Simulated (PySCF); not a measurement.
C3H5F2 (doublet state).
Numbering: `[F:1][CH2:2][CH:3][CH2:4][F:5]` (hydrogens: H6, H7 on C2; H8 on C3; H9, H10 on C4)

Structure used (GFN2-xTB), in Å, numbered top down from 1:
```
atom  x, y, z in Å
F1     0.9226   -0.9472    1.3075
C2     1.0531   -0.7839   -0.0500
C3     0.0516    0.1573   -0.5857
C4    -1.0228    0.6891    0.2702
F5    -1.8696    1.4979   -0.4390
H6     0.9583   -1.7912   -0.4915
H7     2.0823   -0.4348   -0.2291
H8     0.1000    0.4387   -1.6195
H9    -0.6287    1.2931    1.1053
H10   -1.6380   -0.1144    0.7094
```

The hyperfine couplings belong to this conformer and change with its torsions.

Method used: PySCF 2.14.0, UKS B3LYP, pcH-1 on C F H, non-relativistic, mean-field spin-orbit, GIAO. Isolated species at its GFN2-xTB geometry (one conformer only). GFN2-xTB frequencies show an imaginary mode (33i cm⁻¹), so this geometry is no minimum at that level. The geometry wasn't refined by DFT: couplings that depend on bond lengths, twists or pyramidal angles can differ widely from those at the functional's own minimum. No stability test was run, so a lower SCF solution isn't excluded.

**Question.** Where do the isotropic ENDOR lines of F1/F5, H6/H7/H9/H10 and H8 fall at 334.8 mT, to first order?

**Answer.** For S = 1/2 in fast tumbling each set of equivalent nuclei gives two lines, ν± = |νn ± a/2| to first order, with νn = g_N μN B/h and μN/h = 7.62259 MHz/T.

```
      nuclei  isotope     g_N  νn (MHz)  a_iso (MHz)  lower line (MHz)  upper line (MHz)
       F1/F5      19F  5.2577     13.42        -4.78             11.03             15.81
H6/H7/H9/H10       1H  5.5857     14.25       121.09             46.29             74.80
          H8       1H  5.5857     14.25       -64.27             17.88             46.39
```

**Question.** Which pairs are centred on the nuclear Larmor frequency, and which on half the coupling?

**Answer.** Centred on νn, since |a| < 2νn: F1/F5. Centred on |a|/2 and split by 2νn: H6/H7/H9/H10 and H8.

**Question.** At what field would the lower line of H8 fall to zero frequency?

**Answer.** Where νn = |a|/2, that is B = 32.14 MHz/(5.5857 × 7.62259 MHz/T) = 755 mT, as far as first order holds there.

Class means assume fast exchange of nuclei equivalent by connectivity; if that motion is slow, each nucleus keeps its own coupling. The 1H value of +121.1 MHz is a mean of couplings from 107.1 to 128.5 MHz in this one geometry, not an average over conformers. The 19F value of -4.8 MHz is a mean of couplings from -7.7 to -1.8 MHz in this one geometry, not an average over conformers.

The Mulliken spin populations are largest on C3 (+1.01), C4 (-0.08) and C2 (-0.08). No atom but C3 exceeds +0.15. The positive populations add up to 1.20 and the negative ones to -0.20, together 2S = 1. The angles at C3 add up to 360.0°, so it is planar; its axial dipolar tensor and the negative coupling of its proton fit spin in a p orbital normal to that plane.
